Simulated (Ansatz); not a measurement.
## SiH4, triplet: the ladder up to UCCSDT(Q)

All five atoms lie in one plane.

Geometry: a PBE0/def2-TZVP stationary point for this spin, not checked as a minimum. The singlet lies 1.0 eV lower here.

```xyz
5

Si    0.0000    0.0000    0.0000
H    -0.0115    1.0851    1.0776
H    -0.0165   -1.0776    1.0850
H     0.0165    1.0776   -1.0850
H     0.0115   -1.0851   -1.0776
```

Basis cc-pVTZ; Ansatz 0.2.0. Correlated methods freeze the noble-gas cores, which leaves 8 electrons in 85 orbitals. Prefix R: restricted or restricted open-shell reference; prefix U: unrestricted. Active spaces: valence = (8e, 8o) chosen from the atoms' valence shells.

Full CI isn't at hand for all of this; UCCSDT(Q) serves as the reference, and is uncertain by about the last step of the cluster series. The frozen core follows each run's orbitals, which can shift R against U totals by a few meV.

```
UHF ⟨S²⟩                          : 2.025
T1 diagnostic (RCCSD)             : 0.0185
largest doubles amplitude (RCCSD) : 0.057
T1 diagnostic (UCCSD)             : 0.0132
```

```csv
level,E − E(RHF) (eV)
UHF,-0.2099
RMP2,-4.3334
UMP2,-4.2880
RCCSD,-5.1183
UCCSD,-5.1234
RCCSD(T),-5.3082
UCCSD(T),-5.3071
```

Estimate how far UCCSDT(Q) in cc-pVTZ lies from RCCSD(T). The table doesn't fix it; the size of (T) and the diagnostics are the guide.

UCCSDT(Q) in cc-pVTZ lies 0.97 kcal/mol below RCCSD(T), which is 22 % of the (T) step (-4.38 kcal/mol). The diagnostics are small and one determinant leads, so the series closes fast and only a small part of (T) is left.

The other levels:

| level | E − E(UCCSDT(Q)) (kcal/mol) | share of correlation (%) | wall time |
| --- | --- | --- | --- |
| BCCD(T) | 0.98 | 99.20 | 2 s (H100) |
| RCCSDT | 0.19 | 99.84 | – |
| UCCSDT | 0.17 | 99.86 | – |
| RCCSDT(Q) | 0.02 | 99.99 | 4.5 s (H100) |
| CASSCF (valence space) | 84.12 | 31.82 | – |
| NEVPT2 (valence space) | 20.80 | 83.14 | 4.9 s |
| MRCISD (valence space) | 6.13 | 95.03 | – |
| MRCISD+Q (valence space) | 0.72 | 99.41 | 3.4 s (H100) |

The correlation energy at UCCSDT(Q), counted from RHF, is -5.350 eV. That run took 4.5 s on 2 threads of AMD EPYC 7R13 with a shared H100 80 GB, shared host.

Times hold each run's SCF and search for its determinant on a shared host, so for small cases they say little of a method's own cost; rows without a card ran on 1 thread of AMD EPYC 7R13.

Natural occupations of CASSCF (valence space) about the gap: 1.976 1.962 1.962 1.008 1.000 0.045 0.023 0.023; effectively unpaired electrons, Σ n²(2−n)², 2.03.
